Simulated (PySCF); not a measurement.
Name the molecule from its bond curve

A diatomic of charge +1 contains Li. Its doublet curve at PBE0 in a double-zeta basis (no relativity, PySCF), in eV from the separated fragments:

```tsv
R (Å)	E (eV)
2.656	-1.085
2.779	-1.151
2.903	-1.187
2.995	-1.200
3.088	-1.203
3.181	-1.200
3.304	-1.186
3.459	-1.157
3.644	-1.112
3.891	-1.039
```

The fit gives ωe = 205 cm⁻¹ and the rotational constant Bₑ = 0.3182 cm⁻¹.

Task: Which atom is the partner?

Result: The minimum lies at 3.085 Å, so the reduced mass is 16.8576 u Å² cm⁻¹/(Bₑ·Re²) = 5.567 u. With Li at 7.02 u the partner weighs about 26.9 u: Al. The molecule is LiAl⁺.

The state is the lowest determinant that a PBE0 search found; another state may lie lower at other levels.
